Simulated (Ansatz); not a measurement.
**Relaxing Mg3I2**

Level of theory: DFT PBE, scalar-relativistic, plane waves, PAW (Ansatz). Cutoff 420 eV, Γ-centred k mesh, Gaussian smearing, no spin polarisation in the final step.

Mg3I2 was placed on the anti-corundum structure type (R-3c, No. 167), with I in place of Al, Mg in place of O, at a guessed volume.

```xyz
10
Lattice="3.5706 2.0615 6.4990 -3.5706 2.0615 6.4990 0.0000 -4.1229 6.4990" Properties=species:S:1:pos:R:3 pbc="T T T"
Mg   -1.3836   -2.0615    8.1237
Mg    2.4771   -0.1675    8.1237
Mg   -1.0935    2.2290    8.1237
Mg    1.3836    2.0615   11.3732
Mg   -2.4771    0.1675   11.3732
Mg    1.0935   -2.2290   11.3732
I     0.0000    0.0000   16.6148
I     0.0000    0.0000   12.6304
I     0.0000    0.0000    2.8820
I     0.0000    0.0000    6.8664
```

Cell and atoms relax at zero pressure; the relaxation can't lower the symmetry of the start. After a coarse first stage the cell is made exact in the group found at 0.06 Å.

Energies over the elements count from the elements' standard structures at the same level, with no empirical corrections.

**Question.** Which crystal results?

**Answer.** It keeps R-3c (No. 167), but not the shape of the type it started on. Conventional cell: a = 7.585 Å, c = 23.439 Å. Mg has 2 I at 3.02 Å and 2 Mg at 3.03 Å; around I lie 3 Mg at 3.02 Å.

```xyz
10
Lattice="3.7925 2.1896 7.8130 -3.7925 2.1896 7.8130 0.0000 -4.3792 7.8130" Properties=species:S:1:pos:R:3 pbc="T T T"
Mg    1.7497    0.0000   17.5793
Mg   -0.8749    1.5153   17.5793
Mg   -0.8749   -1.5153   17.5793
Mg   -1.7497    0.0000    5.8598
Mg    0.8749   -1.5153    5.8598
Mg    0.8749    1.5153    5.8598
I     0.0000    0.0000   21.1012
I     0.0000    0.0000   14.0573
I     0.0000    0.0000    2.3378
I     0.0000    0.0000    9.3817
```

**Question.** What are its volume, energy, density and gap?

**Answer.** The volume per atom is 38.9 Å³, the density is 2.8 g/cm³ and the energy over the elements is -0.10 eV/atom. The gap on the 6×6×6 mesh is 0 eV (a metal).

The final run used a 6×6×6 mesh on its 10-atom cell and 0.10 eV smearing. For metals, differences of a few meV/atom aren't resolved. Weakly bound directions are ill-defined at this level, which has no dispersion term. Spin–orbit coupling is left out. A structure relaxed within its symmetry needn't be a true minimum. The steps took of the order of 9 core-minutes in all.